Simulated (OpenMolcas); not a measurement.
## Predicting a hybrid from its neighbours: BCl

The species is BCl (2 atoms), meant as a singlet with charge 0. As SMILES, `[B]Cl`. Geometry: relaxed at PBE0-D4/def2-TZVP.

The vertical ionisation energy (to the doublet cation) y, in eV, basis def2-TZVPPD; a is the functional's share of exact exchange. Programs: OpenMolcas 26.06.

| functional | program | a | y (eV) |
| --- | --- | --- | --- |
| revPBE | OpenMolcas | 0 | 9.83 |
| PBE | OpenMolcas | 0 | 9.87 |
| B3LYP | OpenMolcas | 0.2 | ? |
| PBE0 | OpenMolcas | 0.25 | 9.93 |
| BHLYP | OpenMolcas | 0.5 | 9.97 |

Fit y = c + s·a to the known rows and predict B3LYP.


1. Means of the 4 rows: a = 0.1875, y = 9.900.
2. Σ(Δa)² = 0.17188, Σ(Δa·Δy) = 0.0425, so the slope is 0.0425/0.17188 = 0.24727.
3. Intercept: 9.900 − (0.24727) × 0.1875 = 9.854. The largest residual of the fit is 0.024.
4. B3LYP: 9.854 + (0.24727) × 0.2 = 9.90 eV.

The run gave 10.06 eV, so the prediction is off by -0.16 eV, more than the scatter of the fit. The rows mix families of semi-local functionals, which the line can't see.
